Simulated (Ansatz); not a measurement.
Reaction (hydrogen abstraction from the Al–H bond): `[NH2][AlH2]` + H• → `[NH2][AlH]`• + H₂

Program: Ansatz. Geometries: PBE0-D4/def2-TZVP. ΔE: electronic, gas phase. CCSD(T)/CBS is the MP2 limit (def2-TZVPP, def2-QZVPP) plus CCSD(T) − MP2 in def2-TZVPP, frozen cores. This one scheme is used for every species, atoms too. DFT in def2-TZVPP. HSE06 is defined as in plane-wave codes. No spin–orbit coupling; open shells (•) take unrestricted orbitals.

**Question.** Is it downhill or uphill in electronic energy at CCSD(T)/CBS, and by how much? (Estimate.)

**Answer.** Computed: Downhill: ΔE = -81.9 kJ/mol.

**Question.** What do these levels give: HSE06, BHLYP, CCSD/def2-TZVPP, HF/def2-QZVPP, HF/CBS(def2), CCSD(T)/cc-pV(D+d)Z? (Estimate.)

**Answer.** Ansatz gave: HSE06 -83.5, BHLYP -81.8, CCSD/def2-TZVPP -81.7, HF/def2-QZVPP -59.8, HF/CBS(def2) -59.9, CCSD(T)/cc-pV(D+d)Z -74.6 kJ/mol.

**Question.** What do rigid-rotor, harmonic-oscillator terms from PBE0-D4/def2-TZVP frequencies (298.15 K, 1 bar) make of the CCSD(T)/CBS value? (Best estimate.)

**Answer.** Computed: ΔZPE = +5.5 kJ/mol, ΔH = -74.5 kJ/mol, ΔS = 22 J/(mol·K), ΔG = -81.0 kJ/mol. Open shells count their whole term as degenerate.

Largest T1 diagnostic among the species: 0.015.

At CCSD(T), def2-SVP lies +10.7 kJ/mol from the extrapolated value and def2-TZVPP −0.1 kJ/mol. From PBE to PBE0 (25 % exact exchange), in def2-TZVPP and without D4, ΔE moves by +5.1 kJ/mol.
